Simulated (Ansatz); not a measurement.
Rutile MnO2: collinear magnetic orders (afm, fm, nm) were started and relaxed in Ansatz (plane waves, PAW, no spin–orbit coupling) with LDA; PBE; PBEsol.

Question: Which order lies lowest at each level, and by how much?

Answer: Energies above the lowest order that was run (meV/atom):

```
level   afm    fm     nm  lowest
------  ---  ----  -----  ------
LDA     0.0  62.5  111.7     afm
PBE     0.0  33.6  238.7     afm
PBEsol  0.0  45.2  183.3     afm
```

A dash marks an order that was not run or did not survive the relaxation; orders outside this list were not searched, and differences under about 1 meV/atom are too close to call.

Ansatz is a quantum-chemistry and plane-wave program.
